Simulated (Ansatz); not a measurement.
Geometry optimisation, RKS r2SCANh/def2-SVP in Ansatz 0.2.0.

Input file:

```yaml
crystal:
  periodic: [false, false, false]
  atoms:
    - { symbol: Si, position_ang: [-1.043391, -0.385774, 0.282754] }
    - { symbol: H, position_ang: [1.199318, -0.031967, 1.646954] }
    - { symbol: Si, position_ang: [2.334319, 0.019175, 0.70423] }
    - { symbol: H, position_ang: [2.701989, -1.365467, 0.307487] }
    - { symbol: H, position_ang: [1.997397, 0.835574, -0.489632] }
    - { symbol: H, position_ang: [3.454432, 0.659177, 1.445261] }
    - { symbol: Si, position_ang: [-1.083003, 1.765231, -0.772952] }
    - { symbol: H, position_ang: [-2.485295, 1.817334, -1.321026] }
    - { symbol: H, position_ang: [-0.977886, 2.878582, 0.216309] }
    - { symbol: H, position_ang: [-0.142706, 2.061378, -1.900696] }
    - { symbol: H, position_ang: [-0.102275, -1.004643, -0.76469] }
basis:
  gaussian: { orbitals: def2-SVP }
hamiltonian:
  xc: r2scanh
relax:
  f_tol: 0.03
  max_steps: 50
output:
  orbitals: {}
```

Command:

```bash
$ ansatz run input.yaml --threads 4 --pin off --max-ram 5120MiB --backend cpu --events-out ev --progress --plain --runs-dir out
```

Problem. Where does it end, and by what steps?

Solution. The run converged. The force dipped under the threshold on the way, but the program's further checks kept it going. After 19 steps the energy has fallen by 2.534 eV; H2 moved furthest, 1.70 Å. Parted: H2–Si3 (1.48 → 3.18 Å). Joined: Si1–H2 (2.65 → 1.50 Å), Si1–Si3 (3.43 → 2.35 Å).

| step | energy less start (eV) | largest force component (eV/Å) | accepted |
| --- | --- | --- | --- |
| 0 | 0.0000 | 0.725 | yes |
| 1 | -0.1185 | 0.434 | yes |
| 2 | -0.2270 | 0.502 | yes |
| 3 | -0.3534 | 0.600 | yes |
| 4 | -0.5061 | 0.205 | yes |
| 5 | -0.5393 | 0.226 | yes |
| 6 | -0.5715 | 0.379 | yes |
| 7 | -0.6223 | 0.282 | yes |
| 8 | -0.7203 | 0.488 | yes |
| 9 | -0.8135 | 1.307 | yes |
| 10 | -1.1323 | 1.239 | yes |
| 11 | -1.4868 | 1.747 | yes |
| 12 | -1.8651 | 1.410 | yes |
| 13 | -2.3152 | 0.486 | yes |
| 14 | -2.4408 | 0.546 | yes |
| 15 | -2.5204 | 0.183 | yes |
| 16 | -2.5307 | 0.031 | yes |
| 17 | -2.5327 | 0.013 | yes |
| 18 | -2.5334 | 0.045 | yes |
| 19 | -2.5335 | 0.027 | yes |

```xyz
11
Properties=species:S:1:pos:R:3
Si 0.053 -0.160 0.201
H -0.439 -0.492 1.573
Si 2.384 0.100 0.237
H 3.059 -1.144 0.715
H 2.870 0.414 -1.139
H 2.756 1.228 1.142
Si -0.968 1.817 -0.542
H -2.451 1.659 -0.630
H -0.657 2.932 0.404
H -0.442 2.180 -1.893
H -0.314 -1.284 -0.714
```

Whether the end is a true minimum wasn't checked by a vibrational analysis.

Time of the run: 37 s on 4 threads of Arm Neoverse V1, with other jobs on the host, peak memory 0.22 GiB.
